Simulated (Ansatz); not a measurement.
**Al₂HO (quartet): from Hartree-Fock to the top rungs at a displaced geometry (v1), cc-pVDZ**

The task here is to estimate one member of a computed series from the others.

Program: Ansatz 0.2.0, Gaussian basis. Level of theory: cc-pVDZ, core rule «outside noble gas», up to 11 orbitals frozen. These are calculated values, not measurements.

To be run: UHF; CCSD(T) on ROHF; CCSD(T) on UHF; BCCD(T) on ROHF; CISD; CCSDT(Q) on ROHF; CCSDT(Q) on UHF.

17 further runs of the same task are left out: 5 that didn't finish, 12 set aside as unsound or not needed.

## The system

The geometry is a PBE0/def2-TZVP stationary point (not a proven minimum) with its atoms shifted at random (size 0.040 Å).

4 atoms, charge 0, spin multiplicity 4.

Atoms are counted from 1 here; the program's logs count them from 0.

Bond lengths: Al1–O2 1.701 Å, Al1–H4 1.582 Å, O2–Al3 1.731 Å. Angles: O2–Al1–H4 116.2°, Al1–O2–Al3 175.8°.

Set-up of the first run:

Input file in.yaml:

```yaml
crystal:
  periodic: [false, false, false]
  atoms:
    - {symbol: Al, position_ang: [-0.016940, -0.123901, 1.672180]}
    - {symbol: O, position_ang: [-0.017773, 0.026186, -0.022024]}
    - {symbol: Al, position_ang: [0.030191, 0.062542, -1.752281]}
    - {symbol: H, position_ang: [-0.072586, 1.226851, 2.493815]}
basis:
  gaussian: {orbitals: cc-pVDZ}
magnetization: {spin_polarized: true, initial_magnetization: 3}
hamiltonian: {xc: hf}
output: {orbitals: {seedname: orbitals}}
```

The run is started by

```console
> ansatz run in.yaml --threads 1 --pin off --events-out ev --progress --plain --max-ram 2393MiB
```

Steps of the session up to this table: UHF; CCSD(T) on ROHF; CCSD(T) on UHF; BCCD(T) on ROHF; CISD; CCSDT(Q) on ROHF; CCSDT(Q) on UHF.

One of the session's tables, all rows but one given; the rest of the session is left out.

```
   method  from UCCSDT(Q) (meV)
     ROHF               +7590.9
      UHF               +7542.2
     RMP2                +667.3
     UMP2                +649.4
     CISD                +812.5
    RCCSD                +255.3
    UCCSD                +253.8
 RCCSD(T)                 +49.2
 UCCSD(T)                 +48.1
  BCCD(T)                 +44.4
   RCCSDT                 +25.6
   UCCSDT                 +25.0
RCCSDT(Q)                     ?
UCCSDT(Q)                     0
```

Estimate the missing values for RCCSDT(Q).

**Answer.** from UCCSDT(Q) (meV): +6.8. In the column «from UCCSDT(Q) (meV)» it lies between UCCSDT(Q) (0) and UCCSDT (+25.0).

Caveats from the session: Restricted and unrestricted rows rest on different reference determinants; where their highest levels disagree by more than a few hundredths of an eV, they describe different states and don't form one ladder.
